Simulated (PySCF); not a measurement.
**Frontier levels across methods**

HCN.
Numbering: `[CH:1]#[N:2]` (hydrogens: H3 on C1)

Structure used (PBE0-D3(BJ)/def2-SVP), in Å, numbered top down from 1:
```xyz
3
HCN angstrom
C     -0.017   -0.018    0.000
N      0.784    0.813    0.000
H     -0.766   -0.795    0.000
```

Basis pcSseg-2 throughout (PySCF), one geometry. Isolated species at its PBE0-D3(BJ)/def2-SVP geometry, gas phase.

Question: How do the orbital energies, the gap and the dipole change with the method?

Answer: 
```
   method                    kind  HOMO (eV)  LUMO (eV)  gap (eV)  μ (D)  SCF cycles
     BLYP                     GGA      -8.88      -0.94      7.94   2.98          12
      KT2                     GGA      -8.95      -0.90      8.05   2.95          13
    B97-D                     GGA      -8.97      -0.92      8.05   2.98          12
      KT3                     GGA      -9.00      -0.94      8.06   2.92          12
     OPBE                     GGA      -9.02      -0.88      8.14   2.92          12
      PBE                     GGA      -9.03      -1.01      8.02   2.96          12
     BP86                     GGA      -9.11      -1.07      8.04   2.98          12
      LDA                     LDA      -9.16      -1.23      7.93   3.03          12
    B97-2           global hybrid     -10.11       0.07     10.18   3.05          11
    B3LYP           global hybrid     -10.14      -0.18      9.96   3.07          12
     PBE0           global hybrid     -10.41       0.14     10.55   3.07          12
 mPW1PW91           global hybrid     -10.42       0.12     10.55   3.06          12
BHandHLYP           global hybrid     -11.63       1.17     12.80   3.18          12
CAM-B3LYP  range-separated hybrid     -11.88       1.27     13.15   3.12          12
  wB97X-D  range-separated hybrid     -12.35       2.03     14.38   3.09          12
  LC-wPBE  range-separated hybrid     -13.42       2.40     15.81   3.13          12
       HF            Hartree–Fock     -13.51       2.54     16.06   3.33           9
```

The HOMO spans 4.64 eV, from BLYP down to HF, and the gap runs from 7.93 eV (LDA) to 16.06 eV (HF). Over the methods BLYP (0 %), KT2 (0 %), B97-D (0 %), KT3 (0 %), OPBE (0 %), PBE (0 %), BP86 (0 %), LDA (0 %), B97-2 (21 %), B3LYP (20 %), PBE0 (25 %), mPW1PW91 (25 %), BHandHLYP (50 %), HF (100 %), a straight line through the gap against the share of exact exchange rises by 0.84 eV for each 10 % (correlation coefficient 0.994). The dipole ranges from 2.92 D (KT3) to 3.33 D (HF). This basis has no diffuse functions.

Reference dipole: 2.98 D (measured, gas; NIST CCCBDB Release 22 (SRD 101), experimental dipoles); nearest here: BLYP (2.98 D), BP86 (2.98 D) and B97-D (2.98 D). 

The vertical ΔSCF ionisation energy at B3LYP/def2-SVPD is 13.77 eV; −ε(HOMO) comes closest to it with HF (13.51 eV).
